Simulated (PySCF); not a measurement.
## Two-photon absorption: `CC[C@H](C)CS`, C$_{5}$H$_{12}$S

Molfile (atoms numbered from 1):
```
C5H12S
     RDKit          3D

 18 17  0  0  0  0  0  0  0  0999 V2000
    2.0426   -0.2477    0.3803 C   0  0  0  0  0  0  0  0  0  0  0  0
    0.8197   -0.6305   -0.4371 C   0  0  0  0  0  0  0  0  0  0  0  0
   -0.5224   -0.3795    0.2527 C   0  0  2  0  0  0  0  0  0  0  0  0
   -1.6753   -0.9127   -0.5886 C   0  0  0  0  0  0  0  0  0  0  0  0
   -0.7366    1.0833    0.6485 C   0  0  0  0  0  0  0  0  0  0  0  0
   -0.6667    2.3012   -0.7063 S   0  0  0  0  0  0  0  0  0  0  0  0
    2.0439   -0.7439    1.3649 H   0  0  0  0  0  0  0  0  0  0  0  0
    2.9701   -0.5363   -0.1366 H   0  0  0  0  0  0  0  0  0  0  0  0
    2.0977    0.8383    0.5534 H   0  0  0  0  0  0  0  0  0  0  0  0
    0.8271   -0.0791   -1.3930 H   0  0  0  0  0  0  0  0  0  0  0  0
    0.8719   -1.7011   -0.6986 H   0  0  0  0  0  0  0  0  0  0  0  0
   -0.5176   -0.9366    1.2099 H   0  0  0  0  0  0  0  0  0  0  0  0
   -1.5669   -1.9933   -0.7665 H   0  0  0  0  0  0  0  0  0  0  0  0
   -1.7034   -0.4206   -1.5742 H   0  0  0  0  0  0  0  0  0  0  0  0
   -2.6478   -0.7482   -0.0979 H   0  0  0  0  0  0  0  0  0  0  0  0
    0.0529    1.4155    1.3390 H   0  0  0  0  0  0  0  0  0  0  0  0
   -1.6898    1.2020    1.1861 H   0  0  0  0  0  0  0  0  0  0  0  0
   -1.8122    1.9390   -1.3207 H   0  0  0  0  0  0  0  0  0  0  0  0
  1  2  1  0
  2  3  1  0
  3  4  1  0
  3  5  1  0
  5  6  1  0
  1  7  1  0
  1  8  1  0
  1  9  1  0
  2 10  1  0
  2 11  1  0
  3 12  1  1
  4 13  1  0
  4 14  1  0
  4 15  1  0
  5 16  1  0
  5 17  1  0
  6 18  1  0
M  END
```

Method: TDDFT CAM-B3LYP/aug-cc-pVDZ excited states, vertical, gas phase in PySCF. Geometry: PBE0-D3(BJ)/def2-SVP.

Question: How strongly do the lowest singlets absorb one photon, and two photons of half the energy?

Answer: δ for parallel linear polarisation; σ at the peak of a Lorentzian of half width 0.1 eV, single beam; Ω is circular over linear.
| state | E (eV) | f | photon λ (nm) | δ (au) | σ (GM) | Ω | main |
| --- | --- | --- | --- | --- | --- | --- | --- |
| S1 | 5.49 | 0.012 | 452 | 14.9 | 0.17 | 1.47 | HOMO→LUMO 0.42, HOMO→LUMO+3 0.18 |
| S2 | 5.98 | 0.019 | 415 | 45.3 | 0.59 | 1.47 | HOMO→LUMO+1 0.24, HOMO→LUMO+4 0.17 |
| S3 | 6.54 | 0.012 | 379 | 53.1 | 0.83 | 1.47 | HOMO→LUMO+1 0.33, HOMO→LUMO 0.28 |
| S4 | 6.72 | 0.014 | 369 | 51.9 | 0.86 | 1.50 | HOMO→LUMO+2 0.38, HOMO→LUMO+3 0.17 |
| S5 | 6.99 | 0.006 | 355 | 228 | 4.08 | 0.28 | HOMO→LUMO+3 0.40, HOMO→LUMO+2 0.23 |
| S6 | 7.26 | 0.010 | 342 | 35.8 | 0.69 | 1.50 | HOMO→LUMO+4 0.41, HOMO→LUMO+6 0.15 |

Among these, the strongest one-photon state is S2, the strongest two-photon state S5, with a dipole change of 11.6 D (relaxed, norm of the difference vector).
